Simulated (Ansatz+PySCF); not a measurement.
singlet CH4: levels of theory in one basis

```yaml
atoms:
  - { symbol: C, position_ang: [0.0000, 0.0000, 0.0000] }
  - { symbol: H, position_ang: [0.6974, 0.6974, 0.6974] }
  - { symbol: H, position_ang: [0.6340, -0.6340, -0.6340] }
  - { symbol: H, position_ang: [-0.6340, 0.6340, -0.6340] }
  - { symbol: H, position_ang: [-0.6340, -0.6340, 0.6340] }
```

Basis set: 6-31G (spherical functions). Frozen core: 1 orbital. Charge 0, multiplicity 1.

Computed with Ansatz (development build ahead of 0.2.0) and PySCF 2.14.0; each method stands on the lowest determinant of its kind that the runs found.

```tsv
method	E − E(RHF) (eV)	<S²> of the determinant
RHF	0.00	–
RHF-CCSD	-3.30	–
RHF-CCSD(T)	-3.35	–
full CI (lowest root of this spin)	-3.35	–
```

(1) What does RHF-MP2 give on the same scale?

Answers

(1) -2.75 eV.
